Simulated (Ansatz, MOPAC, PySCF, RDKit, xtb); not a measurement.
Complex: C2H2 (SMILES C#C) (first 4 atoms) with H2O (SMILES O); geometry from S66by8 set.
(charge 0, multiplicity 1):
```xyz
7

C     -1.4724     0.0604     0.0473
H     -0.4066     0.0301     0.0227
C     -2.6843     0.0942     0.0747
H     -3.7448     0.1245     0.0993
O      2.9379    -0.0983    -0.0776
H      3.5083    -0.6881     0.4195
H      3.5099     0.2527    -0.7629
```

```csv
level,interaction energy (meV),minus published value,cost
MMFF94,-36.6,14.1,-
PM6,-22.8,27.9,-
GFN1-xTB,-17.7,33.0,-
GFN2-xTB,-40.9,9.8,-
HF/STO-3G (no counterpoise),-26.6,24.1,-
HF/aug-cc-pVDZ,-51.5,-0.7,-
PBE-D4/def2-TZVPPD,-52.6,-1.9,×1
r2SCAN-D3(BJ)/def2-TZVPPD,-49.7,1.1,×1
r2SCAN-D4/def2-TZVPPD,-49.4,1.3,×1
B3LYP/3-21G (no counterpoise),-85.5,-34.8,-
PBE0-D3(BJ)/def2-TZVPPD,-53.9,-3.2,×1
M06-2X/6-31G* (no counterpoise),-73.9,-23.2,-
wB97X-V/def2-TZVPPD,-51.8,-1.1,×3
wB97M-V/def2-TZVPPD,-51.1,-0.3,×3
MP2/6-31G*,-54.3,-3.6,-
MP2/6-31G* (no counterpoise),-73.8,-23.1,-
SCS-MP2/aug-cc-pVTZ,-48.1,2.6,-
CCSD/aug-cc-pVDZ,-49.0,1.7,-
CCSD(T)/aug-cc-pVDZ,-49.4,1.3,×4
"CCSD(T)/CBS(aug-cc-pVDZ, aug-cc-pVTZ)",-51.2,-0.5,×300*
```

Published value: -50.7 meV (computed benchmark interaction energy, Řezáč et al., J. Chem. Theory Comput. 7, 2427 (2011), S66x8). The comparison column counts from a level with limits of its own.

The rows run from -85.5 (B3LYP/3-21G (no counterpoise)) to -17.7 meV (GFN1-xTB).

Monomers are frozen at their geometry in the pair; levels with a basis set take the counterpoise correction. Rows marked so take none.

Cores are frozen in the correlated methods. CBS: X⁻³ extrapolation of the correlation energy, Hartree–Fock from the larger set. Rows in 3-21G, 6-31G*, STO-3G carry no dispersion term and start afresh at each structure (6-31G* with six Cartesian d functions). MP2/6-31G* freezes PySCF's default core. The state that PM6 reach isn't checked.

The values were computed with Ansatz (Gaussian basis) for Hartree–Fock, density functionals and correlated methods; MOPAC for PM6 (differences of heats of formation); PySCF for 3-21G rows, 6-31G* rows, STO-3G rows, the dispersion terms; RDKit for the force fields; xtb for the GFN methods. 

Costs are rough ratios of core time to PBE/def2-TZVPPD (about 4 s over the structures, on one shared machine); a dash marks a level with no comparable run of its own. A star marks coupled-cluster runs past 200 virtual orbitals, where the program's memory plan changes under this machine's limit, so their costs aren't comparable with smaller runs.

Ansatz is a first-principles code.
